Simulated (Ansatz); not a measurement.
in.yaml

```yaml
crystal:
  periodic: [false, false, false]
  atoms:
    - {symbol: P, position_ang: [0.000000, 0.000000, 0.000000]}
    - {symbol: H, position_ang: [0.000000, 0.000000, 1.428200]}
basis:
  gaussian: {orbitals: aug-cc-pVDZ}
magnetization: {spin_polarized: false, initial_magnetization: 2}
correlation: {method: bccd_t, electrons: outside_noble_gas}
```

```sh
$ ansatz run in.yaml --threads 1 --pin off --events-out ev --progress --plain --max-ram 2393MiB
```

Output:

```
365 factors; integrals over basis functions are off by at most 1.1e-3 eV
mean field evaluation 1: about -9286.4272 eV, gradient 5.8e0 eV
mean field evaluation 2: about -9286.4273 eV, gradient 5.8e0 eV
mean field evaluation 4: about -9286.7409 eV, gradient 5.4e-1 eV
mean field evaluation 8: about -9286.7436 eV, gradient 8.6e-5 eV
mean field evaluation 16: about -9286.7436 eV, gradient 1.6e-6 eV
mean field -9286.74359595 eV, -341.2815323701 hartree, gradient 1.6e-6 eV, S^2 2.000000; 0 other end points of the search recorded, 0 dependent functions left out
5 core orbitals not correlated: weight in the atoms' cores, before any rotation towards them, 1.000 or more for the frozen orbitals, at most 0.000 for the correlated occupied ones
reference -9286.74359595 eV, -341.2815323701 hartree; 4, 2 occupied and 27, 29 virtual orbitals, 365 factors
second order -2.45965008 eV of doubles, -0.09452021 eV of singles
cycle   1  -3.02637254 eV  change   -4.7e-1 eV  update   5.0e-2
cycle   2  -3.16119484 eV  change   -1.3e-1 eV  update   1.6e-2
cycle   3  -3.16741317 eV  change   -6.2e-3 eV  update   4.3e-3
cycle   4  -3.16805015 eV  change   -6.4e-4 eV  update   1.2e-3
cycle   5  -3.16790241 eV  change    1.5e-4 eV  update   4.5e-4
cycle   6  -3.16788684 eV  change    1.6e-5 eV  update   1.5e-4
cycle   7  -3.16794489 eV  change   -5.8e-5 eV  update   3.9e-5
cycle   8  -3.16793668 eV  change    8.2e-6 eV  update   1.1e-5
cycle   9  -3.16793316 eV  change    3.5e-6 eV  update   3.1e-6
perturbative correction -0.07369126 eV, -0.0027081038 hartree
Total energy: -9289.98522036 eV, -341.4006598702 hartree
```

For the same geometry and basis full CI lies 20.7 meV lower.

Ran on 1 thread of AMD EPYC 9R45, shared host: 0.3 s wall, 0.11 GiB peak host memory.
